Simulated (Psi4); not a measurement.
# OMP2/6-311+G(d,p) (density fitting for correlation) run of [HSO3]− (SMILES O=[SH](=O)[O-])

What is the vertical singlet–triplet gap of [HSO3]− at OMP2/6-311+G** (density fitting for correlation)? 

The calculation is run with Psi4 1.11.

1 further run of the same task is left out (it didn't finish).

## 1. The molecule

The species is [HSO3]− (5 atoms), meant as a singlet with charge -1. SMILES: `O=[SH](=O)[O-]`. The coordinates come from a GFN2-xTB relaxation.

Bond lengths: O1–S2 1.457 Å, S2–O3 1.457 Å, S2–O4 1.456 Å, S2–H5 1.447 Å. Angles: O1–S2–O3 115.1°, O1–S2–O4 115.2°, O3–S2–O4 115.2°, O1–S2–H5 102.9°, O3–S2–H5 102.9°, O4–S2–H5 102.9°.

## 2. The energy at OMP2/6-311+G(d,p) (density fitting for correlation)

Input file ho3s.xyz:

```xyz
5
HO3S
O     -0.312090    -0.257600     1.424010
S     -0.060290    -0.072100     0.001290
O      0.698970    -1.139640    -0.636000
O     -1.190760     0.428710    -0.767890
H      0.864160     1.040630    -0.021410
```

Input file run.py:

```python
import numpy as np
from ase.calculators.psi4 import Psi4
from ase.io import read

atoms = read('ho3s.xyz')
calc = Psi4(atoms=atoms, method='omp2', basis='6-311+G**', memory='1600MB', num_threads=1, charge=-1, multiplicity=1, label='calc')
calc.psi4.set_options({'puream': True, 'e_convergence': 1e-09, 'd_convergence': 1e-08, 'scf_type': 'pk', 'num_frozen_docc': 8})
atoms.calc = calc

print(f'energy: {atoms.get_potential_energy():.6f} eV')
```

Started as:

```
$ python run.py
```

calc.dat:

```text
[...]
  Running in c1 symmetry.
[...]
  Nuclear repulsion =  192.274096762066307
[...]
  Multiplicity = 1
[...]
  Nalpha       = 21
  Nbeta        = 21
[...]
    Number of basis functions: 102
[...]
   @RHF iter   1:  -622.48640950260233    1.52396e-01   8.04813e-03 DIIS/ADIIS
[...]
   @RHF iter  12:  -622.73821930934787   -2.27374e-12   1.72146e-09 DIIS
[...]
    Orbital Energies [Eh]
    ---------------------
    Doubly Occupied:
       1A    -92.005037     2A    -20.343998     3A    -20.343805
       4A    -20.343779     5A     -8.976021     6A     -6.661886
       7A     -6.661878     8A     -6.660737     9A     -1.290548
      10A     -1.139040    11A     -1.138615    12A     -0.651291
      13A     -0.521125    14A     -0.465004    15A     -0.464950
      16A     -0.332898    17A     -0.332817    18A     -0.291019
      19A     -0.290770    20A     -0.257505    21A     -0.240969
[...]
  @RHF Final Energy:  -622.73821930934787
   => Energetics <=
    Nuclear Repulsion Energy =            192.2740967620663071
    One-Electron Energy =               -1251.1972520203792101
    Two-Electron Energy =                 436.1849359489649487
    Total Energy =                       -622.7382193093478691
[...]
 Multipole Moments:
 ------------------------------------------------------------------------------------
     Multipole            Electronic (a.u.)      Nuclear  (a.u.)        Total (a.u.)
 ------------------------------------------------------------------------------------
 L = 1.  Multiply by 2.5417464519 to convert [e a0] to [Debye]
 Dipole X            :         -0.4740134            0.9727971            0.4987836
 Dipole Y            :         -0.5667859            1.1713635            0.6045776
 Dipole Z            :          0.0102368           -0.0240666           -0.0138298
 Magnitude           :                                                    0.7838944
[...]
	Warning: cc_lambda option is changed to TRUE
	For this residual convergence, default PCG convergence is:     1.00e-07
[...]
	DF-MP2 Total Energy (a.u.)         :  -623.49747791642039
[...]
	DF-MP2 Total Energy (a.u.)         :  -623.51911676450641
[...]
	DF-OMP2 Total Energy (a.u.)        :  -623.51911676449083
[...]
```

On the terminal:

```text
energy: -16966.819380 eV
```

Wall time 17 s (1 thread of Intel Xeon 6975P-C (Granite Rapids), shared host); peak memory 0.4 GiB.

## 3. The triplet at the same level

Input file calc.dat:

```
memory 1600 MB

molecule {
  -1 3
  O     -0.312090    -0.257600     1.424010
  S     -0.060290    -0.072100     0.001290
  O      0.698970    -1.139640    -0.636000
  O     -1.190760     0.428710    -0.767890
  H      0.864160     1.040630    -0.021410
  symmetry c1
}

set {
  basis           6-311+G**
  reference       uhf
  puream          true
  e_convergence   1e-09
  d_convergence   1e-08
  scf_type        pk
  num_frozen_docc 8
  maxiter         200
}

energy("omp2")
```

Started as:

```
$ psi4 -i calc.dat -o calc.out -n 1
```

calc.out:

```text
[...]
  Running in c1 symmetry.
[...]
  Nuclear repulsion =  192.274096762066307
[...]
  Multiplicity = 3
[...]
  Nalpha       = 22
  Nbeta        = 20
[...]
    Number of basis functions: 102
[...]
   @UHF iter   1:  -622.25565580417890    3.83150e-01   7.24804e-03 DIIS/ADIIS
[...]
   @UHF iter  22:  -622.50212838626862   -1.02318e-12   8.20870e-09 DIIS
[...]
   @S^2 Observed:                2.033030397E+00
[...]
    Orbital Energies [Eh]
    ---------------------
    Alpha Occupied:
       1A    -92.037184     2A    -20.441089     3A    -20.440433
       4A    -20.440323     5A     -9.020761     6A     -6.709107
       7A     -6.703010     8A     -6.702998     9A     -1.380017
      10A     -1.233791    11A     -1.233043    12A     -0.771579
      13A     -0.617367    14A     -0.550742    15A     -0.550504
      16A     -0.430480    17A     -0.430289    18A     -0.392410
      19A     -0.383582    20A     -0.383138    21A     -0.329765
      22A      0.003047
    Alpha Virtual:
      23A      0.210535    24A      0.223210    25A      0.223223
[...]
  @UHF Final Energy:  -622.50212838626862
   => Energetics <=
    Nuclear Repulsion Energy =            192.2740967620663071
    One-Electron Energy =               -1248.2155805779659659
    Two-Electron Energy =                 433.4393554296308935
    Total Energy =                       -622.5021283862686232
  UHF NO Occupations:
  HONO-2 :   20  A 1.9941777
  HONO-1 :   21  A 1.0000000
[...]
 Multipole Moments:
 ------------------------------------------------------------------------------------
     Multipole            Electronic (a.u.)      Nuclear  (a.u.)        Total (a.u.)
 ------------------------------------------------------------------------------------
 L = 1.  Multiply by 2.5417464519 to convert [e a0] to [Debye]
 Dipole X            :         -2.1102755            0.9727971           -1.1374784
 Dipole Y            :         -2.5344217            1.1713635           -1.3630582
 Dipole Z            :          0.0500041           -0.0240666            0.0259376
 Magnitude           :                                                    1.7755161
[...]
	Warning: cc_lambda option is changed to TRUE
	For this residual convergence, default PCG convergence is:     1.00e-07
[...]
	DF-SCS-MP2 Total Energy (a.u.)     :  -623.23498758192136
	DF-SOS-MP2 Total Energy (a.u.)     :  -623.21641231007118
[...]
	DF-SCS-OMP2 Total Energy (a.u.)    :  -623.26078396754826
	DF-SOS-OMP2 Total Energy (a.u.)    :  -623.17907524485463
	DF-SCS(N)-OMP2 Total Energy (a.u.) :  -622.89308729669528
[...]
	DF-OMP2 Total Energy (a.u.)        :  -623.30463307870650
[...]
```

It took 51 s on 1 thread of Intel Xeon 6975P-C (Granite Rapids), shared host; peak memory 0.4 GiB.

## 4. What came out

At OMP2/6-311+G** (density fitting for correlation), 8 core orbitals frozen:

| quantity | value |
| --- | --- |
| singlet: total energy | -623.51912 Eh |
| singlet: HOMO energy (Hartree–Fock orbitals) | -6.56 eV |
| singlet: LUMO energy (Hartree–Fock orbitals) | 5.69 eV |
| singlet: HOMO–LUMO gap (to an unbound level, set by the basis) | 12.25 eV |
| singlet: correlation energy (8 core orbitals frozen) | -780.9 mEh |
| triplet: total energy | -623.30463 Eh |
| triplet: HOMO energy (Hartree–Fock orbitals) (highest over α and β) | 0.08 eV |
| triplet: LUMO energy (Hartree–Fock orbitals) (lowest over α and β) | 1.24 eV |
| triplet: correlation energy (8 core orbitals frozen) | -802.5 mEh |
| triplet: ⟨S²⟩ of the reference determinant | 2.033 |
| vertical energy of the triplet above the singlet | 5.836 eV |

In words: At this shape the triplet lies 5.84 eV (135 kcal/mol) above the singlet. For an anion a state so high probably lies above electron detachment. The HOMO (triplet) lies at positive energy, 0.08 eV: the electron is unbound at this level or held by a compact basis; values depend on the basis.
